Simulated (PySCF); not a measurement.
Magnetic susceptibility: SMILES O=S=O, O₂S

Geometry (Å), atoms numbered from 1 in this order:
```xyz
3

O    -1.2235    0.3116    0.0176
S    -0.0092   -0.4889    0.0087
O     1.2753    0.1929    0.0210
```

Computed, not measured: GIAO B3LYP/IGLO-II magnetisability, rotational g tensor and spin-rotation constants, non-relativistic, gas phase in PySCF. Geometry: PBE0-D3(BJ)/def2-SVP.

(1) What are the magnetisability and the molar susceptibility?

(2) Split it along the inertial axes a, b, c into diamagnetic and paramagnetic parts about the centre of mass, with the quadrupole moment.

(3) And the rotational g tensor?

Answers

(1) Isotropic -287 × 10⁻³⁰ J/T², or -17.3 × 10⁻⁶ cm³/mol; principal values -379, -273, -208 × 10⁻³⁰ J/T², anisotropy 149 × 10⁻³⁰ J/T² (root of half the summed squared differences of the principal values). The susceptibility is in cgs units.

(2) 
```csv
axis,χ (10⁻⁶ cm³/mol),diamagnetic (10⁻⁶ cm³/mol),paramagnetic (10⁻⁶ cm³/mol),summed x² of all electrons (Å²),quadrupole Θ (D Å)
a,-12.5,-56.8,44.3,30.7,-5.55
b,-16.4,-148.4,131.9,9.1,+1.38
c,-22.8,-168.7,145.9,4.3,+4.17
```
Anisotropies 2χaa − χbb − χcc = +14.2 and 2χbb − χaa − χcc = +2.4 × 10⁻⁶ cm³/mol. Θ is traceless in Buckingham's convention.

(3) 
| axis | rotational constant (GHz) | g | nuclear part | electronic part |
| --- | --- | --- | --- | --- |
| a | 57.3847 | -0.6893 | 0.5039 | -1.1932 |
| b | 10.0970 | -0.1221 | 0.5038 | -0.6259 |
| c | 8.5862 | -0.0848 | 0.5038 | -0.5886 |

Asymmetric top; isotopes 16O, 32S; no vibrational averaging.
